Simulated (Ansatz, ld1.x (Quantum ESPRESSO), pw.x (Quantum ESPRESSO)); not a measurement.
## From atom to crystal: PAW potential for potassium

ld1.x (Quantum ESPRESSO) 7.5 input, shortened:

```
&input
   title='K', zed=19., rel=1, dft='PBESOL', iswitch=3,
   config='[Ar] 3d-2 4s1 4p0'
 /
 &inputp
   pseudotype=3, lpaw=.true., tm=.true., lloc=-1, rcloc=1.90,
   nlcc=.true., rcore=1.10,
   which_augfun='BESSEL', rmatch_augfun=1.35
 /
6
3S  1  0   2.00   0.00  1.75  1.95  0.0
4S  2  0   1.00   0.00  1.75  1.95  0.0
3P  2  1   6.00   0.00  2.10  2.40  0.0
4P  3  1   0.00   0.00  2.10  2.40  0.0
3D  3  2  -2.00   0.20  1.75  1.95  0.0
3D  3  2  -2.00   2.75  1.75  1.95  0.0
 &test
   configts(1)='3s2 3p6 4s1 4p0'
 /
```

Crystal test: bcc K in pw.x 7.5, no spin, 9³ k-points, Fermi–Dirac smearing 0.01 Ry, cutoffs 40/360 Ry. The lattice is a test structure that the element need not adopt, and mesh and smearing are coarse.

pw.x input:

```
&control
  calculation='scf', prefix='x', pseudo_dir='./', outdir='./tmp', tstress=.true., disk_io='none'
/
&system
  ibrav=0, nat=1, ntyp=1, ecutwfc=40, ecutrho=360, nbnd=12,
  occupations='smearing', smearing='fd', degauss=0.01
/
&electrons
  conv_thr=1e-09, mixing_beta=0.4, electron_maxstep=70
/
ATOMIC_SPECIES
K 1.0 K.UPF
CELL_PARAMETERS angstrom
  -2.61451448 2.61451448 2.61451448
  2.61451448 -2.61451448 2.61451448
  2.61451448 2.61451448 -2.61451448
ATOMIC_POSITIONS crystal
K 0.0000 0.0000 0.0000
K_POINTS automatic
9 9 9 0 0 0
```

```bash
pw.x < K.scf.in > K.scf.out
```

How does the run end?

Failed (cdiaghg: S matrix not positive definite). The atomic test gives a lowest overlap eigenvalue of -0.79 in the p channel. The ghost test of this file was not conclusive. Its overlap operator is not positive definite. The logarithmic derivative shows an extra or strongly shifted pseudo pole above the reference energy (p near 1.07 Ry). The log shows:

```
Message from routine setup:
     using ibrav=0 with symmetry is DISCOURAGED, use correct ibrav instead
     lattice parameter (alat)  =       8.5576  a.u.
     unit-cell volume          =     482.4249 (a.u.)^3
     number of electrons       =         9.00
     number of Kohn-Sham states=           12
     kinetic-energy cutoff     =      40.0000  Ry
     charge density cutoff     =     360.0000  Ry
     scf convergence threshold =      1.0E-09
     Exchange-correlation= SLA  PW   PSX  PSC
     number of k points=    35  Fermi-Dirac smearing, width (Ry)=  0.0100
     iteration #  1     ecut=    40.00 Ry     beta= 0.40
     c_bands:  1 eigenvalues not converged
     c_bands:  1 eigenvalues not converged
     c_bands:  1 eigenvalues not converged
     total energy              =    -111.37856487 Ry
     estimated scf accuracy    <       0.00162920 Ry
     iteration #  2     ecut=    40.00 Ry     beta= 0.40
     total energy              =    -111.37838560 Ry
     estimated scf accuracy    <       0.00045552 Ry
     iteration #  3     ecut=    40.00 Ry     beta= 0.40
     Error in routine cdiaghg (44):
     S matrix not positive definite
```
